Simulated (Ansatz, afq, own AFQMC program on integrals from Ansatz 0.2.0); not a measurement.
# Where AFQMC and coupled cluster stand for H2Br, doublet

```xyz
3

Br    0.0000    0.0000   -1.3390
H     0.0000    0.0000    0.2380
H     0.0000    0.0000    1.1010
```

Basis cc-pVTZ. Noble-gas cores (and the filled d shells of Ga–Kr and In–Xe) are frozen. AFQMC by an in-house program on the Cholesky factors that Ansatz 0.2.0 writes for its CCSD(T) run. ph-AFQMC/CISD is guided by a CISD state made of CCSD amplitudes; releasing the constraint for a short imaginary time cuts its bias at the price of noise, slowly where states lie close. ± is one standard error of the sampling. No spin–orbit coupling.

Determinant: UHF, the one that the program's search chose, which needn't be the lowest solution. The geometry is a point of a scan.

No full CI on the walks' own integrals is used here; CCSDT(Q) serves as the reference and is uncertain by about the last step of the cluster series.

Cautions: no relativity below Rb; no spin-orbit coupling; inner d shell frozen.

```
T1 diagnostic                               : 0.0131
weight of the determinant in the CISD state : 0.910
⟨S²⟩ of the determinant                     : 0.787
size of the correlated space                : 9 electrons in 57 orbitals
```

```csv
level,correlation energy (eV)
MP2,-4.9375
CCSD,-5.6158
CCSD(T),-5.7986
```

Q: Estimate where AFQMC with the constraint released lies against CCSD(T) on the same integrals.

A: 2.5 ± 0.2 kJ/mol below CCSD(T).

Reference: CCSDT(Q), correlation energy -5.823 eV. The released energy is read at 2.40 1/Eh (meV from the phaseless value at times in 1/Eh: -5.2 ± 2.4 at 0.24, -6.7 ± 1.9 at 0.51, -7.8 ± 1.5 at 0.99, -9.6 ± 2.0 at 1.62, -8.8 ± 2.2 at 2.40).

| level | E − E(reference) (kJ/mol) | share of correlation (%) |
| --- | --- | --- |
| CCSD(T) | 2.3 | 99.58 |
| CCSDT | 0.6 | 99.89 |
| ph-AFQMC/CISD | 0.7 ± 0.2 | 99.88 |
| released AFQMC | -0.2 ± 0.2 | 100.03 |

A walk keeps the symmetry of its determinant, which the program's search chose and which needn't be the lowest solution, so a lower state of the same spin and another symmetry isn't excluded. Released energies are given only where the last usable release times agree within the noise; a slower fall can still hide under it.
